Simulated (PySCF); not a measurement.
Members of the series SiXY, Y = H; each row names its spin state. All species are isolated molecules in the gas phase. One relaxed conformer stands for each flexible species; it need not be the lowest. Strings in code marks are SMILES.

A: X = H, multiplicity 3 (`[SiH2]` (excited triplet))
B: X = silyl, multiplicity 3 (`[SiH][SiH3]` (excited triplet))
C: X = cyano, multiplicity 3 (`[SiH]C#N` (excited triplet))

Question: Put the candidates in order of dipole moment, lowest first, for PBE0-D3(BJ)/def2-TZVP in PySCF 2.14.0.

Answer: A (0.04 D), B (0.16 D), C (3.53 D)
